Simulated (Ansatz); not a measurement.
Saddle point of CH5FSi, closed shell (CH₅FSi ([CH3][SiH2][F]) → CH₄Si ([CH2][SiH2]) + HF; bonds formed: F2–H4; bonds broken: Si1–F2, C3–H4), PBE0-D4/def2-TZVP structure:

Si1  (-0.852, -0.013, 0.164)
F2  (0.299, -1.619, -0.825)
C3  (0.671, 0.792, 0.241)
H4  (0.852, -0.812, -0.553)
H5  (-1.798, 0.167, -0.955)
H6  (-1.359, -0.872, 1.252)
H7  (0.931, 1.562, -0.478)
H8  (1.256, 0.795, 1.154)
(Å)

Energies are electronic, without zero-point energy. Barriers and step energies count from the start structure reached by relaxing down the imaginary mode; all methods use the PBE0-D4 structures, on which another method's saddle can fall below an end. Computed with Ansatz 0.2.0 (basis: def2-TZVPP, with def2-QZVPP for the basis limit); correlated methods freeze the cores. B3LYP uses VWN-RPA correlation. Extrapolation: Hartree–Fock as exp(−7.88 √X), correlation as X^−2.97.

| method | barrier (kcal/mol) | step energy (kcal/mol) |
| --- | --- | --- |
| SPW92 | 75.01 | 76.95 |
| PBE-D4 | 77.14 | 74.51 |
| BLYP-D4 | 78.83 | 73.89 |
| r2SCAN-D4 | 84.32 | 80.98 |
| B97M-V | 87.13 | 82.21 |
| PBE0-D4 | 83.77 | 79.65 |
| B3LYP-D4 | 84.20 | 78.52 |
| r2SCAN0-D4 | 88.03 | 83.66 |
| BHLYP-D4 | ? | 84.66 |
| CAM-B3LYP-D4 | 86.92 | 82.35 |
| wB97X-V | 87.78 | 83.75 |
| wB97M-V | 84.97 | 81.30 |
| B2PLYP | 86.03 | 80.11 |
| PBE-QIDH | 88.28 | 83.23 |
| RPA on PBE | ? | 78.29 |
| HF | 101.71 | 89.87 |
| MP2 | ? | 80.98 |
| CCSD | 89.80 | 81.68 |
| CCSD(T) | 86.85 | 79.55 |

Question: Fill in the withheld barriers. (An estimate is asked for; the value comes from the calculation.)

Answer: Computed: MP2 86.61; RPA on PBE 85.53; BHLYP-D4 91.61 kcal/mol. Each is the energy of the saddle less that of the start structure, by the same method.

For comparison, the barrier by CCSD(T) at an estimated basis limit (MP2 extrapolated from triple and quadruple zeta, plus CCSD(T) − MP2 in triple zeta) is 86.97 kcal/mol.

The T1 diagnostic stays at or below 0.016. The restricted Hartree–Fock reference is unstable towards an unrestricted one at one or more of these structures.

Labels in which every atom is bracketed show which atoms are joined, not bond orders.

For scale, one of the runs: CCSD(T)/def2-TZVPP, 174 basis functions, launched by `ansatz run in.yaml --threads 2 --pin off --events-out ev --progress --plain --max-ram 4352MiB`. Time: 11 s of wall clock on 2 CPU threads of an Intel Xeon 6975P-C; the host was shared. Peak host memory: 1.7 GiB.
